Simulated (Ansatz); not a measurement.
# OS: composite energy at a relaxed geometry, by script

The task is a composite energy at a relaxed geometry, for OS.

Program: Ansatz 0.2.0 through its Python package. The levels of theory stand in the script. These are calculated values, not measurements.

## Step 1: The system

Bond lengths: S1–O2 1.585 Å.

Input file os.xyz:

```xyz
2

S     0.00000    0.00000    0.00000
O     0.00000    0.00000    1.58500
```

## Step 2: The code

Contents of os_run.py:

```python
"""Relax OS cheaply, then refine its energy."""

import ansatz as az
import numpy as np


def main() -> None:
    molecule = az.Crystal.molecule_from_extxyz("os.xyz")

    calculation = (
        molecule.calculation()
        .basis(gaussian="def2-SVP")
        .functional("PBE0")
        .spin("collinear", total=2)
    )
    symbols = [site.symbol for site in molecule.cartesian_sites]
    start = np.array([site.position_ang for site in molecule.cartesian_sites], dtype=float)
    r = calculation.relax(force_tolerance=0.01).run().report
    end = np.array(r["positions_ang"])
    print("final positions (A) and the move of each atom")
    for symbol, xyz, old in zip(symbols, end, start):
        print(f"{symbol:2s} {xyz[0]:10.5f} {xyz[1]:10.5f} {xyz[2]:10.5f}   {np.linalg.norm(xyz - old):7.4f}")

    minimum = az.Crystal.molecule()
    for symbol, place in zip(symbols, end):
        minimum = minimum.atom(symbol, place.tolist())
    at_minimum = minimum.calculation().spin("collinear", total=2)
    # MP2 extrapolated to the basis limit, plus the small-basis difference CCSD(T) - MP2
    level = lambda method, basis: at_minimum.basis(gaussian=basis).correlation(method).run().report
    small, large, cluster = level("mp2", "cc-pVDZ"), level("mp2", "cc-pVTZ"), level("ccsd_t", "cc-pVDZ")
    corr = lambda each: (each["free_energy_ev"] - each["reference_energy_ev"]) / 27.211386246
    mp2_limit = (27 * corr(large) - 8 * corr(small)) / 19
    pieces = {"HF / cc-pVTZ": large["reference_energy_ev"] / 27.211386246, "MP2 correlation, DZ-TZ limit": mp2_limit, "CCSD(T) - MP2 / cc-pVDZ": corr(cluster) - corr(small)}
    for name, value in pieces.items():
        print(f"{name:32s} {value:14.6f} Ha")
    print(f"{'sum':32s} {sum(pieces.values()):14.6f} Ha")
    print("T1 diagnostic", round(cluster["correlation"]["coupled_cluster"]["t1_diagnostic"], 4))


if __name__ == "__main__":
    main()
```

## Step 3: What the engine is handed

The package turns the script's settings into the engine's input (first run):

```yaml
crystal:
  periodic: [false, false, false]
  atoms:
    - { symbol: S, position_ang: [0.0, 0.0, 0.0] }
    - { symbol: O, position_ang: [0.0, 0.0, 1.585] }
basis:
  gaussian:
    orbitals: def2-SVP
hamiltonian:
  xc: pbe0
magnetization:
  spin_polarized: true
  initial_magnetization: 2.0
relax:
  f_tol: 0.01
```

## Step 4: The run

Launch:

```console
> python os_run.py
```

Without the output at hand: what should come out? Wanted: T1 diagnostic; composite energy.

As calculated:

```
        quantity           value
   T1 diagnostic          0.0166
composite energy  -472.834787 Ha
   runs compared               3
```

What this shows: All 3 runs converged, in 21 to 102 cycles. A T1 diagnostic under about 0.02 supports a single-reference treatment, as here. Run 0: After 3 moves the largest shift is 0.042 Å. Caveats:
- The sum leaves out core correlation, relativity, the Hartree-Fock basis error and zero-point energy; a DZ-TZ extrapolation is rough.
- The species is open-shell (spin multiplicity 3).
- Inner cores stay frozen, so this is valence correlation.
- For Al to Cl the sets with a tight d function, cc-pV(X+d)Z, are usual.
- An extrapolation from small basis sets is rough.
